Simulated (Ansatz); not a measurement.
Elastic constant C33 of some solids

Method: PBEsol (plane waves, PAW; Ansatz, a quantum-chemistry and plane-wave program). References are measured values at low temperature.

Values in GPa.

```csv
solid,reference,PBEsol,error (%)
hcp Be,342¶,388,+13.5
hcp Os,843¶,890,+5.6
L1₀ (CuAu-type) TiAl,183¶,178,-2.7
hcp Mg,66.5¶,72.2,+8.6
hcp Zr,172,172,0.0
hcp Y,80.1¶,85.2,+6.4
hcp Zn,68.5¶,82.8,+21
hcp Ti,191,198,+3.7
```

Over these 8 solids the mean error is +7.0 %, the mean absolute error 7.7 % (median 6.0 %), and the worst case hcp Zn at +21 %; the value is too high in 6 of 8 cases.

All these references are low-temperature values that still hold zero-point motion.

Spin–orbit coupling is left out, also for the solids with elements from indium on (hcp Os); its size isn't shown.

¶ marks references of a special kind: hcp Be, 342 ± 1 GPa (measured, 0 K, extrapolated to 0 K; as tabulated in Elastic Constants of Single Crystal Beryllium, J. Appl. Phys., doi …); hcp Os, 843 GPa (measured, 0 K, extrapolated to 0 K (read from the set's bulk modulus against, 405 at 300 K); as tabulated in Liu et al. (2023), arXiv:2002.00005); L1₀ (CuAu-type) TiAl, 183 GPa (measured, 0 K, extrapolated to 0 K, Ti-56 at.% Al crystal; axes of the face-centred tetragonal cell; as tabulated in Qi et al. (2023), arXiv:2305.11825); hcp Mg, 66.5 GPa (measured, 0 K, extrapolated to 0 K; zero-point effects included; as tabulated in Ibrahim et al. (2023), arXiv:2305.03577); hcp Y, 80.1 ± 0.2 GPa (measured, 0 K, extrapolated to 0 K; as tabulated in Elastic Constants of Yttrium Single Crystals in the Temperature Range 4.2-400 K); hcp Zn, 68.5 GPa (measured, 0 K, extrapolated to 0 K; zero-point effects included; as tabulated in Galib et al. (2023), arXiv:2209.08184).

Differences are worked out from the printed values.

Each level is taken at its own relaxed cell. Ansatz's density-functional and Hartree–Fock values are scalar-relativistic unless marked +SOC, with PAW data made under PBE.

Ansatz's runs of these crystals have no spin polarisation.

Not in this set, of the solids of all kinds but layered and molecular ones with a reference value in our tables and a result at some level: 24 for a reference at room or unstated temperature; 1 for a high-temperature or high-pressure phase. These can be a level's best or worst cases. At least 6 more with a reference value are held back for tests. Solids without a released value at any level aren't counted. The metals Ce to Yb are counted apart.

References as tabulated in Elastic Constants of Single Crystal Beryllium, J. Appl. Phys., doi …; Liu et al. (2023), arXiv:2002.00005; Qi et al. (2023), arXiv:2305.11825; Ibrahim et al. (2023), arXiv:2305.03577 and others.
